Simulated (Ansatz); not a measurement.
(H3Si)2S (Si2H6S), relaxed as a singlet with RKS PBE-D4/def2-TZVP in Ansatz, starting from the GFN2-xTB geometry. Force threshold 0.02 eV/Å.

Start:

```
atom   x (Å)   y (Å)   z (Å)
 Si1  -0.337  -1.278  -1.056
  H2  -1.744  -0.901  -0.982
  H3   0.011  -2.161   0.052
  H4   0.039  -1.817  -2.350
  S5   0.851   0.502  -0.904
 Si6   0.362   1.293   1.028
  H7   0.712   0.298   2.035
  H8  -1.069   1.571   1.066
  H9   1.175   2.492   1.110
```

```
step  energy (eV)  largest force component (eV/Å)  SCF passes
   1  -26677.1728                           0.941          14
   2  -26677.2838                           0.214          17
   3  -26677.3024                           0.050          19
   4  -26677.3031                           0.214          19
   5  -26677.3064                           0.027          19
   6  -26677.3067                           0.003          19
```

Force components are those of the run's own axes.

End:

```xyz
9

Si   -0.3029   -1.2128   -1.0318
H    -1.7509   -0.8512   -0.9429
H     0.0325   -2.1340    0.0970
H    -0.0239   -1.8813   -2.3362
S     0.9364    0.5445   -0.9855
Si    0.3663    1.2500    0.9647
H     0.7069    0.2456    2.0184
H    -1.1009    1.5315    1.0255
H     1.1364    2.5077    1.1909
```

By distances, no bond broke or formed. The bond that changes most is Si6–H9, from 1.45 to 1.49 Å (atoms count from 1).

No frequencies were taken in this run, so the end may be a saddle point.

Hardware: 2 threads of Arm Neoverse V2 on a shared host. Wall time 7.5 s.
